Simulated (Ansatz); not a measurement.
Basis-set extrapolation for C4H6 (`CC1=CC1`) (PBE0-D4/def2-TZVP geometry, frozen core, the Gaussian-basis code of Ansatz). Multiplicity 1, RHF reference.

```tsv
	def2-TZVPP	def2-QZVPP
HF	-154.927466	-154.934378
MP2 correlation	-0.658343	-0.699630
CCSD(T) correlation	-0.721034	not run
```

Energies in hartree. Use E(X) = E(∞) + A·exp(−7.88·√X) for Hartree–Fock and E(X) = E(∞) + B·X^(−2.97) for correlation, with X = 3 and 4, and add CCSD(T) minus MP2 of the smaller set to the MP2 limit.

Question: What is the CCSD(T) energy at the basis-set limit?

Answer: HF limit: -154.934378 + (-0.006912) × 0.13774 = -154.93533. MP2 limit: -0.699630 + (-0.041287) × 0.74074 = -0.73021. Higher-order term: -0.721034 − (-0.658343) = -0.06269. Total: -155.72823 hartree, 50.0 kcal/mol below CCSD(T)/def2-TZVPP.
